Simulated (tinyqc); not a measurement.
Worked calculation: LCCD on RHF in the sto-6g basis, frozen core, for H2O, spin multiplicity 1. One step of it, computed by the program tinyqc.

Problem. Iteration 8 (converged): orbitals. Diagonalise F' = X^T F X, C = X C', fill 5 alpha and 5 beta electrons from the bottom; D = 2 C_occ C_occ^T. Each column has its largest component positive (the first on a tie).

converged F (hartree), order 1O 1s, 1O 2s, 1O 2px, 1O 2py, 1O 2pz, 2H 1s, 3H 1s:
```
[[-20.512670, -4.963207, 0.000000, 0.000000, -0.025496, -0.910982, -0.910982],
 [-4.963207, -2.308775, 0.000000, 0.000000, -0.079116, -0.825798, -0.825798],
 [0.000000, 0.000000, -0.390367, 0.000000, 0.000000, 0.000000, 0.000000],
 [0.000000, 0.000000, 0.000000, -0.252952, 0.000000, -0.370357, 0.370357],
 [-0.025496, -0.079116, 0.000000, 0.000000, -0.290910, -0.319690, -0.319690],
 [-0.910982, -0.825798, 0.000000, -0.370357, -0.319690, -0.439554, -0.258930],
 [-0.910982, -0.825798, 0.000000, 0.370357, -0.319690, -0.258930, -0.439554]]
```

X, order 1O 1s, 1O 2s, 1O 2px, 1O 2py, 1O 2pz, 2H 1s, 3H 1s:
```
[[1.022440, -0.133708, 0.000000, 0.000000, -0.007043, 0.017946, 0.017946],
 [-0.133708, 1.170406, 0.000000, 0.000000, 0.074983, -0.235055, -0.235055],
 [0.000000, 0.000000, 1.000000, 0.000000, 0.000000, 0.000000, 0.000000],
 [0.000000, 0.000000, 0.000000, 1.081860, 0.000000, -0.186635, 0.186635],
 [-0.007043, 0.074983, 0.000000, 0.000000, 1.037598, -0.118262, -0.118262],
 [0.017946, -0.235055, 0.000000, -0.186635, -0.118262, 1.140133, -0.060985],
 [0.017946, -0.235055, 0.000000, 0.186635, -0.118262, -0.060985, 1.140133]]
```

Give: F' = X^T F X; orbital energies; coefficients C; D after iteration 8.

Solution.

F' = X^T F X (hartree):
```
[[-20.1869, -2.5033, 0.0000, 0.0000, -0.0455, -0.1321, -0.1321],
 [-2.5033, -1.2514, 0.0000, 0.0000, 0.1018, -0.4230, -0.4230],
 [0.0000, 0.0000, -0.3904, 0.0000, 0.0000, 0.0000, 0.0000],
 [0.0000, 0.0000, 0.0000, -0.0095, 0.0000, -0.4155, 0.4155],
 [-0.0455, 0.1018, 0.0000, 0.0000, -0.1703, -0.2961, -0.2961],
 [-0.1321, -0.4230, 0.0000, -0.4155, -0.2961, -0.0152, -0.0691],
 [-0.1321, -0.4230, 0.0000, 0.4155, -0.2961, -0.0691, -0.0152]]
```

orbital energies (hartree): [-20.5157, -1.2215, -0.5663, -0.4363, -0.3904, 0.4807, 0.6106]

coefficients C, order 1O 1s, 1O 2s, 1O 2px, 1O 2py, 1O 2pz, 2H 1s, 3H 1s:
```
[[0.9968, -0.2267, 0.0000, 0.0866, 0.0000, 0.1069, 0.0000],
 [0.0145, 0.8812, 0.0000, -0.4788, 0.0000, -0.7056, 0.0000],
 [0.0000, 0.0000, 0.0000, 0.0000, 1.0000, 0.0000, 0.0000],
 [0.0000, 0.0000, 0.6038, 0.0000, 0.0000, 0.0000, 0.9357],
 [0.0025, 0.0898, 0.0000, 0.7635, 0.0000, -0.7206, 0.0000],
 [-0.0030, 0.1433, 0.4487, 0.3189, 0.0000, 0.7277, -0.7449],
 [-0.0030, 0.1433, -0.4487, 0.3189, 0.0000, 0.7277, 0.7449]]
```

D after iteration 8, order 1O 1s, 1O 2s, 1O 2px, 1O 2py, 1O 2pz, 2H 1s, 3H 1s:
```
[[2.1051, -0.4535, 0.0000, 0.0000, 0.0965, -0.0156, -0.0156],
 [-0.4535, 2.0119, 0.0000, 0.0000, -0.5728, -0.0531, -0.0531],
 [0.0000, 0.0000, 2.0000, 0.0000, 0.0000, 0.0000, 0.0000],
 [0.0000, 0.0000, 0.0000, 0.7291, 0.0000, 0.5418, -0.5418],
 [0.0965, -0.5728, 0.0000, 0.0000, 1.1819, 0.5127, 0.5127],
 [-0.0156, -0.0531, 0.0000, 0.5418, 0.5127, 0.6471, -0.1581],
 [-0.0156, -0.0531, 0.0000, -0.5418, 0.5127, -0.1581, 0.6471]]
```
